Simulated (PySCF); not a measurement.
Gas-phase reaction: 2 AlHCl2 + 4 H = Al2H6 + 4 Cl

Computed with PySCF and rigid-rotor harmonic-oscillator thermochemistry at 1 bar. † marks an energy on the PBE0/def2-TZVP geometry and frequencies. CCSD(T) freezes the core. Open shells (unrestricted): H (multiplicity 2), Cl (multiplicity 2, electronic degeneracy 6); the rest are closed-shell singlets. Spin-orbit splitting is ignored; it lowers the true energy and changes the entropy of Cl. AlHCl2, Al2H6: computed as isolated molecules; such fragments, hydroxides, amides, oligomers or adducts are transient or little studied in the gas. CCSD(T) isn't extrapolated to the basis-set limit; its ΔH°(298 K) is 379.6 kJ in def2-SVP and 413.1 kJ in def2-TZVPP. The harmonic model lacks anharmonicity and excited electronic states, which grow with temperature; levels with a mode under 35 cm⁻¹ are left out.

| level | ΔE electronic, kJ | ΔH°(298 K), kJ | ΔS°(298 K), J/K | ΔG°(800 K), kJ |
|---|---|---|---|---|
| CCSD(T)/def2-SVP† | 329 | 380 | -88 | 458 |
| CCSD(T)/def2-TZVPP† | 362 | 413 | -88 | 492 |
| PBE0/def2-QZVP† | 420 | 471 | -88 | 550 |
| ωB97M-V/def2-TZVP† | 417 | 468 | -88 | 547 |
| ωB97X-V/def2-TZVP† | 400 | 450 | -88 | 529 |
ΔH° is lowest at CCSD(T)/def2-SVP† and highest at PBE0/def2-QZVP†. No reference value is set beside these.
